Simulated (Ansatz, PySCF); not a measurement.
Noncovalent pair: CH4 (SMILES C) (first 5 atoms) with C2H6 (SMILES CC); geometry from A24 set.
(charge 0, multiplicity 1):
```xyz
13

C      0.00000    -0.06374     2.42054
H      0.00000     1.02169     2.34238
H      0.88828    -0.46132     1.93307
H     -0.88828    -0.46132     1.93307
H      0.00000    -0.35364     3.46945
C      0.00000     0.78134    -1.13544
H      0.00000     1.37465    -2.05114
H     -0.88043     1.06311    -0.55581
C      0.00000    -0.71333    -1.44724
H      0.88043     1.06311    -0.55581
H      0.00000    -1.30642    -0.53141
H     -0.88100    -0.99533    -2.02587
H      0.88100    -0.99533    -2.02587
```

Basis-set superposition error: the interaction energy with monomers in their own basis, and in the dimer's basis (counterpoise).

Codes used: Ansatz (a first-principles code); PySCF for 6-31G* rows, M06-2X. Each number belongs to the level named beside it.

```json
[
 {"level": "HF/6-31G*", "uncorrected (kcal/mol)": "0.58", "counterpoise (kcal/mol)": "0.73", "difference": "0.14"},
 {"level": "HF/aug-cc-pVDZ", "uncorrected (kcal/mol)": "0.48", "counterpoise (kcal/mol)": "0.72", "difference": "0.24"},
 {"level": "SVWN5/def2-TZVPPD", "uncorrected (kcal/mol)": "-1.43", "counterpoise (kcal/mol)": "-1.37", "difference": "0.06"},
 {"level": "r2SCAN/def2-TZVPPD", "uncorrected (kcal/mol)": "-0.37", "counterpoise (kcal/mol)": "-0.34", "difference": "0.03"},
 {"level": "B97M-V/def2-TZVPPD", "uncorrected (kcal/mol)": "-0.72", "counterpoise (kcal/mol)": "-0.68", "difference": "0.03"},
 {"level": "B3LYP/6-31G*", "uncorrected (kcal/mol)": "0.33", "counterpoise (kcal/mol)": "0.67", "difference": "0.34"},
 {"level": "PBE0/def2-TZVPPD", "uncorrected (kcal/mol)": "-0.01", "counterpoise (kcal/mol)": "0.02", "difference": "0.03"},
 {"level": "M06-2X/def2-TZVPPD", "uncorrected (kcal/mol)": "-0.71", "counterpoise (kcal/mol)": "-0.68", "difference": "0.03"},
 {"level": "CAM-B3LYP/def2-TZVPPD", "uncorrected (kcal/mol)": "0.05", "counterpoise (kcal/mol)": "0.09", "difference": "0.04"},
 {"level": "MP2/6-31G*", "uncorrected (kcal/mol)": "-0.26", "counterpoise (kcal/mol)": "0.15", "difference": "0.41"}
]
```

The error is largest for MP2/6-31G* (0.41 kcal/mol) and smallest for r2SCAN/def2-TZVPPD (0.03 kcal/mol).
